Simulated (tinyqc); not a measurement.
FCI on RHF in the sto-3g basis, for HF, spin multiplicity 1, step by step. Computed by tinyqc, a small Python program that keeps every step (integrals from PySCF). Settings: charge = 0, multiplicity = 1, basis = sto-3g, method = RHF, energy threshold = 1e-10, iteration cap = 77, orthogonalisation = symmetric, start = Wolfsberg-Helmholz matrix, DIIS depth = 6, ci = FCI. Command: `OMP_NUM_THREADS=1 python tinyqc.py 24021 24022 out.jsonl` (the two numbers bound the seeds that draw the settings). One thread of a shared host (Intel(R) Xeon(R) Processor @ 2.60GHz), about 0.1 s of CPU time with the checks. The early iterations of the SCF are left out here.

## One-electron integrals

Geometry (angstrom):

| atom | x | y | z |
|---|---|---|---|
| F | 0.00000 | 0.00000 | 0.00000 |
| H | 0.00000 | 0.00000 | 0.80100 |

Basis sto-3g: exponents (1/bohr^2) and contraction coefficients of normalised primitives:

| element | l (shell) | exponent | coefficient |
|---|---|---|---|
| F | s (1) | 166.67913 | 0.15433 |
| F | s (1) | 30.36081 | 0.53533 |
| F | s (1) | 8.21682 | 0.44463 |
| F | s (2) | 6.46480 | -0.09997 |
| F | s (2) | 1.50228 | 0.39951 |
| F | s (2) | 0.48859 | 0.70012 |
| F | p (3) | 6.46480 | 0.15592 |
| F | p (3) | 1.50228 | 0.60768 |
| F | p (3) | 0.48859 | 0.39196 |
| H | s (1) | 3.42525 | 0.15433 |
| H | s (1) | 0.62391 | 0.53533 |
| H | s (1) | 0.16886 | 0.44463 |

Overlap, kinetic and nuclear-attraction integrals over the contracted functions; the nuclear repulsion is the sum of Za Zb / Rab.

nuclear repulsion = 5.9458114 hartree

overlap S, lower triangle:
```
          1F 1s    1F 2s   1F 2px   1F 2py   1F 2pz    2H 1s
1F 1s   1.00000
1F 2s   0.23799  1.00000
1F 2px  0.00000  0.00000  1.00000
1F 2py  0.00000  0.00000  0.00000  1.00000
1F 2pz  0.00000  0.00000  0.00000  0.00000  1.00000
2H 1s   0.06489  0.53006  0.00000  0.00000  0.38574  1.00000
```

kinetic energy T (hartree), lower triangle:
```
           1F 1s    1F 2s   1F 2px   1F 2py   1F 2pz    2H 1s
1F 1s   36.98458
1F 2s   -0.21286  1.03800
1F 2px   0.00000  0.00000  3.24801
1F 2py   0.00000  0.00000  0.00000  3.24801
1F 2pz   0.00000  0.00000  0.00000  0.00000  3.24801
2H 1s    0.01137  0.20079  0.00000  0.00000  0.37591  0.76003
```

nuclear attraction V (hartree), lower triangle:
```
            1F 1s      1F 2s     1F 2px     1F 2py     1F 2pz     2H 1s
1F 1s   -77.67023
1F 2s    -9.33404  -12.18996
1F 2px    0.00000    0.00000  -12.04425
1F 2py    0.00000    0.00000    0.00000  -12.04425
1F 2pz   -0.01973   -0.22536    0.00000    0.00000  -12.20317
2H 1s    -2.63372   -5.20313    0.00000    0.00000   -3.41681  -6.77401
```

core Hamiltonian H = T + V (hartree), lower triangle:
```
            1F 1s      1F 2s    1F 2px    1F 2py    1F 2pz     2H 1s
1F 1s   -40.68565
1F 2s    -9.54689  -11.15196
1F 2px    0.00000    0.00000  -8.79623
1F 2py    0.00000    0.00000   0.00000  -8.79623
1F 2pz   -0.01973   -0.22536   0.00000   0.00000  -8.95515
2H 1s    -2.62234   -5.00234   0.00000   0.00000  -3.04090  -6.01397
```

## Two-electron integrals

Functions are numbered as in S; the eight-fold symmetry (ij|kl) = (ji|kl) = (kl|ij) leaves the list below.

Two-electron integrals (ij|kl) in chemists' order, unique and non-zero (hartree):
```
(11|11) 5.40350   (21|11) 0.84192   (21|21) 0.15630   (22|11) 1.26803
(22|21) 0.29234   (22|22) 0.92617   (31|31) 0.02800   (32|31) 0.04317
(32|32) 0.20459   (33|11) 1.26450   (33|21) 0.29240   (33|22) 0.92596
(33|33) 0.99751   (41|41) 0.02800   (42|41) 0.04317   (42|42) 0.20459
(43|43) 0.05377   (44|11) 1.26450   (44|21) 0.29240   (44|22) 0.92596
(44|33) 0.88997   (44|44) 0.99751   (51|51) 0.02800   (52|51) 0.04317
(52|52) 0.20459   (53|53) 0.05377   (54|54) 0.05377   (55|11) 1.26450
(55|21) 0.29240   (55|22) 0.92596   (55|33) 0.88997   (55|44) 0.88997
(55|55) 0.99751   (61|11) 0.23416   (61|21) 0.04303   (61|22) 0.07974
(61|33) 0.07962   (61|44) 0.07962   (61|51) 0.00169   (61|52) 0.00315
(61|55) 0.07997   (61|61) 0.01196   (62|11) 0.51954   (62|21) 0.12107
(62|22) 0.41959   (62|33) 0.41402   (62|44) 0.41402   (62|51) 0.00801
(62|52) 0.05918   (62|55) 0.43033   (62|61) 0.03365   (62|62) 0.22219
(63|31) 0.01354   (63|32) 0.07691   (63|53) 0.01281   (63|63) 0.03527
(64|41) 0.01354   (64|42) 0.07691   (64|54) 0.01281   (64|64) 0.03527
(65|11) 0.31944   (65|21) 0.07551   (65|22) 0.28048   (65|33) 0.26796
(65|44) 0.26796   (65|51) 0.01805   (65|52) 0.11564   (65|55) 0.30521
(65|61) 0.02199   (65|62) 0.18200   (65|65) 0.18380   (66|11) 0.61514
(66|21) 0.14566   (66|22) 0.57479   (66|33) 0.55460   (66|44) 0.55460
(66|51) 0.01386   (66|52) 0.13702   (66|55) 0.61451   (66|61) 0.04086
(66|62) 0.36486   (66|65) 0.34738   (66|66) 0.77461
```

## Orthogonalisation

S = U s U^T; symmetric (Loewdin) form X = U s^(-1/2) U^T, so that X^T S X = 1.

eigenvalues of S: 0.33120  0.84703  1.00000  1.00000  1.11687  1.70489

X, lower triangle:
```
           1F 1s     1F 2s   1F 2px   1F 2py    1F 2pz    2H 1s
1F 1s    1.02363
1F 2s   -0.13741   1.18621
1F 2px   0.00000   0.00000  1.00000
1F 2py   0.00000   0.00000  0.00000  1.00000
1F 2pz  -0.00995   0.11710  0.00000  0.00000   1.08359
2H 1s    0.02624  -0.38193  0.00000  0.00000  -0.27348  1.24283
```

## Iteration 7 (converged): orbitals

converged F (hartree), lower triangle:
```
            1F 1s     1F 2s    1F 2px    1F 2py    1F 2pz     2H 1s
1F 1s   -25.88119
1F 2s    -6.62345  -3.07294
1F 2px    0.00000   0.00000  -0.47042
1F 2py    0.00000   0.00000   0.00000  -0.47042
1F 2pz   -0.02942  -0.15403   0.00000   0.00000  -0.45646
2H 1s    -1.82969  -1.40939   0.00000   0.00000  -0.63979  -0.80266
```

Diagonalise F' = X^T F X, C = X C', fill 5 alpha and 5 beta electrons from the bottom; D = 2 C_occ C_occ^T. Each column has its largest component positive (the first on a tie).

F' = X^T F X (hartree), lower triangle:
```
           1         2         3         4         5        6
1  -25.40177
2   -3.41739  -1.67638
3    0.00000   0.00000  -0.47042
4    0.00000   0.00000   0.00000  -0.47042
5   -0.05331   0.11488   0.00000   0.00000  -0.20421
6   -0.33025  -0.72948   0.00000   0.00000  -0.65152  0.01457
```

orbital energies (hartree): MO1 -25.89140, MO2 -1.51711, MO3 -0.61767, MO4 -0.47042, MO5 -0.47042, MO6 0.75839

coefficients C:
```
             MO1       MO2       MO3      MO4       MO5       MO6
1F 1s    0.99453  -0.24426   0.09503  0.00000   0.00000   0.09852
1F 2s    0.02415   0.89979  -0.50540  0.00000   0.00000  -0.72107
1F 2px   0.00000   0.00000   0.00000  0.56720   0.82358   0.00000
1F 2py   0.00000   0.00000   0.00000  0.82358  -0.56720   0.00000
1F 2pz   0.00403   0.13319   0.71918  0.00000   0.00000  -0.85311
2H 1s   -0.00743   0.18051   0.47566  0.00000   0.00000   1.22763
```

D after iteration 7, lower triangle:
```
           1F 1s     1F 2s   1F 2px   1F 2py   1F 2pz    2H 1s
1F 1s    2.11556
1F 2s   -0.48759   2.13126
1F 2px   0.00000   0.00000  2.00000
1F 2py   0.00000   0.00000  0.00000  2.00000
1F 2pz   0.07963  -0.48708  0.00000  0.00000  1.06996
2H 1s   -0.01256  -0.15631  0.00000  0.00000  0.73219  0.51777
```

Within a degenerate level the vectors are fixed only up to a rotation; this is one choice.

## Convergence

Stop when the energy changes by less than 1e-10 hartree and every element of the error matrix X^T (F D S - S D F) X is below 3e-06.

Course of the cycle:

| iteration | E (hartree) | change | largest element of the error matrix |
|---|---|---|---|
| 1 | -98.3069369 | - | 5.44e-01 |
| 2 | -98.5116370 | -2.05e-01 | 1.22e-01 |
| 3 | -98.5300409 | -1.84e-02 | 1.72e-02 |
| 4 | -98.5302618 | -2.21e-04 | 1.32e-03 |
| 5 | -98.5302626 | -7.35e-07 | 1.04e-04 |
| 6 | -98.5302626 | -5.34e-09 | 3.39e-06 |
| 7 | -98.5302626 | -5.64e-12 | 9.40e-10 |

PySCF RHF in the same basis = -98.5302626 hartree

Converged in 7 iterations.

## Integrals over molecular orbitals

(pq|rs) = sum C_ip C_jq C_kr C_ls (ij|kl), one index at a time.

one-electron integrals over orbitals h = C^T H C (hartree), lower triangle:
```
           1         2         3         4         5         6
1  -40.66663
2    0.69045  -9.20725
3   -0.25915   0.50702  -8.04272
4    0.00000   0.00000   0.00000  -8.79623
5    0.00000   0.00000   0.00000   0.00000  -8.79623
6   -0.27024   1.39810   1.62678   0.00000   0.00000  -6.10044
```

Two-electron integrals over orbitals (pq|rs), unique and non-zero (hartree):
```
(11|11) 5.36082    (21|11) -0.49247   (21|21) 0.07202    (22|11) 1.18420
(22|21) -0.01712   (22|22) 0.86338    (31|11) 0.19181    (31|21) -0.02459
(31|22) 0.01816    (31|31) 0.02745    (32|11) -0.13828   (32|21) 0.01066
(32|22) 0.01057    (32|31) 0.02104    (32|32) 0.15696    (33|11) 1.07442
(33|21) -0.01367   (33|22) 0.77692    (33|31) -0.00822   (33|32) -0.07185
(33|33) 0.83269    (41|41) 0.02966    (42|41) 0.03828    (42|42) 0.17484
(43|41) -0.01390   (43|42) -0.04945   (43|43) 0.05717    (44|11) 1.26399
(44|21) -0.01398   (44|22) 0.87080    (44|31) 0.00552    (44|32) -0.07317
(44|33) 0.79711    (44|44) 0.99751    (51|51) 0.02966    (52|51) 0.03828
(52|52) 0.17484    (53|51) -0.01390   (53|52) -0.04945   (53|53) 0.05717
(54|54) 0.05377    (55|11) 1.26399    (55|21) -0.01398   (55|22) 0.87080
(55|31) 0.00552    (55|32) -0.07317   (55|33) 0.79711    (55|44) 0.88997
(55|55) 0.99751    (61|11) 0.20171    (61|21) -0.03290   (61|22) -0.00238
(61|31) -0.00565   (61|32) -0.02531   (61|33) 0.01738    (61|44) 0.00534
(61|55) 0.00534    (61|61) 0.03004    (62|11) -0.29371   (62|21) 0.00583
(62|22) -0.14658   (62|31) -0.02037   (62|32) -0.02618   (62|33) -0.05656
(62|44) -0.14846   (62|55) -0.14846   (62|61) 0.01295    (62|62) 0.10324
(63|11) -0.31317   (63|21) 0.00577    (63|22) -0.12409   (63|31) 0.00263
(63|32) 0.08808    (63|33) -0.13894   (63|44) -0.16552   (63|55) -0.16552
(63|61) -0.00668   (63|62) 0.06335    (63|63) 0.14209    (64|41) -0.01282
(64|42) -0.04903   (64|43) -0.00845   (64|64) 0.03307    (65|51) -0.01282
(65|52) -0.04903   (65|53) -0.00845   (65|65) 0.03307    (66|11) 0.90691
(66|21) -0.00840   (66|22) 0.70575    (66|31) 0.01926    (66|32) 0.08204
(66|33) 0.66608    (66|44) 0.66071    (66|55) 0.66071    (66|61) -0.01037
(66|62) -0.07086   (66|63) -0.00850   (66|66) 0.72112
```

## FCI: determinants and Hamiltonian

Hartree-Fock energy = -98.5302626 hartree

Slater-Condon rules over spin orbitals, with the nuclear repulsion added and E(HF) subtracted on the diagonal. Only determinants linked to the reference directly or through others are kept (one block of an abelian symmetry group), so some states are absent.

Occupation strings over the orbitals (2 doubly, a alpha, b beta, 0 empty; spin orbitals ordered 1a 1b 2a 2b ...): 222220 22a22b 2a222b a2222b 22b22a 2b222a b2222a 222202 222022 220222 2ab222 a2b222 2ba222 202222 ab2222 b2a222 ba2222 022222

H - E(HF) between determinants (hartree), lower triangle:
```
          222220    22a22b    2a222b    a2222b    22b22a    2b222a    b2222a    222202
222220   0.00000
22a22b   0.00000   0.85206
2a222b   0.00000  -0.01870   1.67299
a2222b   0.00000  -0.02594   0.02135  25.77291
22b22a   0.00000  -0.14209  -0.06335   0.00668   0.85206
2b222a   0.00000  -0.06335  -0.10324  -0.01295  -0.01870   1.67299
b2222a   0.00000   0.00668  -0.01295  -0.03004  -0.02594   0.02135  25.77291
222202   0.03307   0.00845   0.04903   0.01282  -0.00845  -0.04903  -0.01282   1.59952
222022   0.03307   0.00845   0.04903   0.01282  -0.00845  -0.04903  -0.01282   0.05377
220222   0.14209   0.13045  -0.08808  -0.00263  -0.13045   0.08808   0.00263   0.05717
2ab222  -0.06335   0.08808  -0.11559   0.00577  -0.01430   0.02618   0.02037   0.04945
a2b222   0.00668   0.00263   0.00577  -0.30467  -0.02774   0.02531   0.00565   0.01390
2ba222   0.06335  -0.01430   0.02618   0.02037   0.08808  -0.11559   0.00577  -0.04945
202222   0.10324   0.02618   0.07571  -0.00583  -0.02618  -0.07571   0.00583   0.17484
ab2222  -0.01295  -0.02037   0.00583  -0.22285   0.02531  -0.00799   0.03290  -0.03828
b2a222  -0.00668  -0.02774   0.02531   0.00565   0.00263   0.00577  -0.30467  -0.01390
ba2222   0.01295   0.02531  -0.00799   0.03290  -0.02037   0.00583  -0.22285   0.03828
022222   0.03004   0.00565   0.03290  -0.21207  -0.00565  -0.03290   0.21207   0.02966

          222022    220222    2ab222    a2b222    2ba222    202222    ab2222    b2a222
222022   1.59952
220222   0.05717   1.92576
2ab222   0.04945   0.17259   2.65126
a2b222   0.01390   0.05342   0.01608  26.84751
2ba222  -0.04945  -0.17259  -0.15696  -0.02104   2.65126
202222   0.17484   0.15696   0.09017  -0.01066  -0.09017   3.51899
ab2222  -0.03828  -0.02104   0.01066  -0.23902   0.02703  -0.01263  27.73856
b2a222  -0.01390  -0.05342  -0.02104  -0.02745   0.01608   0.01066   0.02459  26.84751
ba2222   0.03828   0.02104   0.02703   0.02459   0.01066   0.01263  -0.07202  -0.23902
022222   0.02966   0.02745   0.02459  -0.14662  -0.02459   0.07202   0.46272   0.14662

          ba2222    022222
ba2222  27.73856
022222  -0.46272  55.81394
```

## FCI: roots

Diagonalise (each vector has its largest component positive (the first on a tie)); all determinants have Ms = 0, so triplets appear too. The lowest singlet root is the correlation energy.

lowest roots of this matrix, relative to E(HF) (hartree): -0.01814  0.69981  0.95130  1.54575  1.54969  1.56758  1.77623  1.92868

lowest vectors:
```
          root 1    root 2    root 3    root 4
222220   0.99568   0.00000  -0.02300   0.00000
22a22b   0.00787   0.70376   0.69114   0.00000
2a222b   0.00027   0.06369  -0.06353   0.00000
a2222b   0.00003   0.00055   0.00095   0.00000
22b22a  -0.00787   0.70376  -0.69114   0.00000
2b222a  -0.00027   0.06369   0.06353   0.00000
b2222a  -0.00003   0.00055  -0.00095   0.00000
222202  -0.01615   0.00000   0.01177   0.70711
222022  -0.01615   0.00000   0.01177  -0.70711
220222  -0.07575   0.00000  -0.18516   0.00000
2ab222   0.02806  -0.02577  -0.02724   0.00000
a2b222  -0.00014   0.00060  -0.00042   0.00000
2ba222  -0.02806  -0.02577   0.02724   0.00000
202222  -0.02565   0.00000   0.00222   0.00000
ab2222   0.00039  -0.00008   0.00107   0.00000
b2a222   0.00014   0.00060   0.00042   0.00000
ba2222  -0.00039  -0.00008  -0.00107   0.00000
022222  -0.00048   0.00000   0.00003   0.00000
```

<S^2> of these roots: 0.00000  2.00000  0.00000  0.00000  0.00000  2.00000  0.00000  0.00000

weight of the ground state by excitation level 0, 1, 2, ...: 0.99138  0.00012  0.00849
